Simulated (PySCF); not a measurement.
Compound: C6H10 (charge +1 and doublet state).
Structure used (GFN2-xTB), in Å, numbered top down from 1:
```xyz
16
C6H10 angstrom
C     -1.2280    1.5798   -0.1942
C     -0.6809    0.3291   -0.1083
C     -1.5635   -0.8573   -0.1160
C      0.7510    0.1247    0.0415
C      1.6522    1.1212   -0.2136
C      1.2352   -1.2181    0.4278
H     -2.2966    1.7038   -0.2761
H     -0.6510    2.4877   -0.1471
H     -1.5456   -1.3561    0.8573
H     -1.2140   -1.6037   -0.8323
H     -2.5913   -0.5911   -0.3436
H      2.7114    0.9334   -0.1318
H      1.3720    2.1088   -0.5381
H      1.0321   -1.9429   -0.3658
H      0.7059   -1.5912    1.3069
H      2.3035   -1.2192    0.6222
```

The hyperfine couplings belong to this conformer and change with its torsions.

As a line formula: `C=C(C)[C]([CH2+])C` [radical] (charge +1).

Theory: UKS B3LYP, pcH-1 on C H, non-relativistic, mean-field spin-orbit, GIAO (PySCF 2.14.0). Isolated species at its GFN2-xTB geometry (one conformer only). A GFN2-xTB geometry isn't a minimum of the functional, and hyperfine couplings can be far from their values at a DFT geometry, by a factor of two or more for some ions and for spin on atoms past the first row. The frame is twisted about the C2–C4 bond at this geometry (dihedral C3–C2–C4–C6 = -11°); couplings at other torsion angles weren't computed. Stability of the SCF solution: not tested.

**Question.** Give the principal g shifts and their parts.

**Answer.** 
```tsv
Δg (ppm)	1	2	3
relativistic mass correction	-138	-138	-138
gauge correction	2	30	31
orbital Zeeman/spin–orbit	-4	309	887
total	-139	201	780
```

So g = 2.00218, 2.00252, 2.00310 and g_iso = 2.00260; the tensor is rhombic: the two nearest values differ by 37 % of g3 − g1. Axes: g2 points within 4° of the C5–H12 bond.

**Question.** Average each term over the three axes. Which is largest in size?

**Answer.** The orbital-Zeeman/spin–orbit term 397, the mass correction -138 and the gauge correction 21 ppm, for a total of 281 ppm. The orbital-Zeeman/spin–orbit term is the largest in size. The mass correction is the same along every axis, so the anisotropy comes from the other two: their spans along these axes are 28 (gauge) and 891 ppm (orbital Zeeman/spin–orbit).

**Question.** At 94.21 GHz, how far is the centre of the isotropic spectrum from where a free electron (g = 2.002319) resonates?

**Answer.** B = hν/(g μB) with μB/h = 13.99624 MHz/mT gives 3361.65 mT for the free electron and 3361.18 mT at g_iso, 0.47 mT lower.

**Question.** In a frozen sample, at which fields do the three g values resonate at 9.5, 34, 94 and 263 GHz (hyperfine left aside), and which band first spreads them over more than twice a line width of 0.5 mT?

**Answer.** 
```tsv
band	GHz	B(g3) mT	B(g2) mT	B(g1) mT	spread mT
X	9.5	338.85	338.95	339.01	0.16
Q	34.0	1212.73	1213.08	1213.29	0.56
W	94.0	3352.85	3353.82	3354.39	1.54
J	263.0	9380.84	9383.55	9385.15	4.31
```

The spread grows in proportion to the frequency. W band is the first where it exceeds 1.0 mT.

The Mulliken spin populations are largest on C1 (+0.49) and C5 (+0.49).

The HOMO–LUMO gaps are 5.20 eV among the α and 3.31 eV among the β orbitals.

The SMILES draws the unpaired electron on C4; the largest computed Mulliken spin population is on C1 (0.49 against 0.03).
